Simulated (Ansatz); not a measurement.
A nudged elastic band was laid between two geometries of AlH4N + H3P (10 atoms, charge 0, multiplicity 1).

The calculation used RKS BLYP/6-31G* in Ansatz 0.2.0.

| Item | Value |
| --- | --- |
| movable images | 5 |
| climbing image | yes |
| spring | 5.0 eV/Å² |
| optimiser | quadratic models (default) |
| start path | through a guess of the saddle point |
| force threshold | 0.03 eV/Å |
| iteration limit | 60 |
| end points | relaxed |

Image 0:

```xyz
10
Properties=species:S:1:pos:R:3
Al -0.236 -0.441 -0.041
H -0.452 -0.981 1.443
H 1.138 0.119 -0.624
N -1.644 -0.491 -1.152
H -2.573 -0.833 -0.902
H -1.632 -0.183 -2.125
P -0.329 3.427 1.893
H -1.332 3.001 0.954
H -0.449 2.230 2.679
H 0.746 2.893 1.103
```

Image 6:

```xyz
10
Properties=species:S:1:pos:R:3
Al -0.304 1.060 -0.800
H 0.325 -1.042 3.498
H 1.157 0.508 -1.127
N -1.692 0.025 -1.272
H -1.592 -0.887 -1.722
H -2.680 0.237 -1.125
P -0.682 3.237 0.052
H -1.812 2.861 0.860
H 0.260 3.077 1.128
H 0.256 -0.335 3.736
```

Which bonds break or form, and what moves?

Bonds broken: Al1–H2, P7–H10. Bonds formed: Al1–P7, H2–H10. AlH4N + H3P becomes AlH5NP + H2.

What energy profile does the band end with?

The forces met the threshold. The highest image is number 3 of 0 to 6, 115.4 kJ/mol above the first end and 135.0 kJ/mol above the last; the last end lies 19.6 kJ/mol below the first. A vibrational analysis at the climbing image gives one clearly imaginary mode, 1020i cm⁻¹: a first-order saddle point. The orbitals stay closed-shell, which can raise the energy where a bond breaks towards radicals; this wasn't checked here.

```json
{"image": "0", "path coordinate (Å)": "0.00", "energy (kJ/mol)": "0.0", "Al1–H2 (Å)": "1.59", "P7–H10 (Å)": "1.44", "Al1–P7 (Å)": "4.33"}
{"image": "1", "path coordinate (Å)": "1.65", "energy (kJ/mol)": "1.4", "Al1–H2 (Å)": "1.59", "P7–H10 (Å)": "1.44", "Al1–P7 (Å)": "4.41"}
{"image": "2", "path coordinate (Å)": "3.30", "energy (kJ/mol)": "6.6", "Al1–H2 (Å)": "1.60", "P7–H10 (Å)": "1.44", "Al1–P7 (Å)": "3.58"}
{"image": "3", "path coordinate (Å)": "4.96", "energy (kJ/mol)": "115.4", "Al1–H2 (Å)": "1.74", "P7–H10 (Å)": "1.88", "Al1–P7 (Å)": "2.57"}
{"image": "4", "path coordinate (Å)": "6.60", "energy (kJ/mol)": "11.3", "Al1–H2 (Å)": "2.51", "P7–H10 (Å)": "2.91", "Al1–P7 (Å)": "2.39"}
{"image": "5", "path coordinate (Å)": "8.25", "energy (kJ/mol)": "-18.5", "Al1–H2 (Å)": "3.61", "P7–H10 (Å)": "3.89", "Al1–P7 (Å)": "2.37"}
{"image": "6", "path coordinate (Å)": "9.90", "energy (kJ/mol)": "-19.6", "Al1–H2 (Å)": "4.83", "P7–H10 (Å)": "5.22", "Al1–P7 (Å)": "2.37"}
```

What is the geometry of the highest image?


```xyz
10
Properties=species:S:1:pos:R:3
Al -0.148 0.319 -0.079
H -0.455 -0.150 1.570
H 1.403 0.266 -0.378
N -1.497 -0.307 -1.097
H -2.386 -0.618 -0.702
H -1.643 -0.003 -2.062
P -0.441 2.695 0.848
H -1.602 2.743 1.689
H 0.509 2.853 1.911
H -0.502 0.941 1.527
```

What are the harmonic wavenumbers there?

1020i, 121, 165, 195, 279, 313, 377, 510, 582, 618, 645, 722, 776, 908, 1090, 1127, 1496, 1568, 1619, 1943, 2318, 2341, 3450, 3536 cm⁻¹.

The run took 2.3 min on 2 threads of Arm Neoverse V1 (shared host), peak memory 0.094 GiB.
